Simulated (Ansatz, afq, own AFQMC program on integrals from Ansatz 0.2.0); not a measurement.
**CH₃Si⁺, triplet: AFQMC among the cluster methods**

```xyz
5

Si   -0.0027    0.0000    0.4927
C     0.0237    0.0000   -1.3968
H     0.6305   -1.2164    1.0698
H     0.6307    1.2163    1.0698
H    -1.4681    0.0001    0.7752
```

Connectivity, by distances: SiH3–C.

Basis cc-pVDZ. Only valence electrons are correlated. AFQMC by an in-house program on the Cholesky factors that Ansatz 0.2.0 writes for its CCSD(T) run. ph-AFQMC/CISD is guided by a CISD state made of CCSD amplitudes; releasing the constraint for a short imaginary time cuts its bias at the price of noise, slowly where states lie close. Error bars are statistical, one sigma.

Determinant: UHF, the one that the program's search chose, which needn't be the lowest solution. The geometry is a PBE0/def2-TZVP stationary point of this or a neighbouring charge and spin state.

No full CI on the walks' own integrals is used here; CCSDT(Q) serves as the reference and is uncertain by about the last step of the cluster series.

Cautions: another spin lies lower (by 81 meV); the released energies have errors that jump between times, so the bars are unsure, so no released level is given (meV from the phaseless value at times in 1/Eh: -8.7 ± 2.2 at 0.24, 97 ± 106 at 0.51, -13 ± 3 at 0.99, -17 ± 4 at 1.62, -16 ± 5 at 2.40), though the last usable value meets CCSDT(Q) within the noise.

- T1 diagnostic: 0.0308
- weight of the determinant in the CISD state: 0.876
- ⟨S²⟩ of the determinant: 2.008
- size of the correlated space: 10 electrons in 41 orbitals

| level | correlation energy (eV) |
| --- | --- |
| MP2 | -3.9773 |
| CCSD | -5.1959 |
| CCSD(T) | -5.3398 |

Problem. Estimate where phaseless AFQMC with a CISD trial lies against CCSD(T) on the same integrals.

Solution. 1.38 ± 0.08 mEh below CCSD(T).

Reference: CCSDT(Q), correlation energy -5.393 eV.

```json
{"level": "CCSD(T)", "E − E(reference) (mEh)": "1.97", "share of correlation (%)": "99.01"}
{"level": "CCSDT", "E − E(reference) (mEh)": "0.31", "share of correlation (%)": "99.85"}
{"level": "ph-AFQMC/CISD", "E − E(reference) (mEh)": "0.60 ± 0.08", "share of correlation (%)": "99.70"}
```

A walk keeps the symmetry of its determinant, which the program's search chose and which needn't be the lowest solution, so a lower state of the same spin and another symmetry isn't excluded.
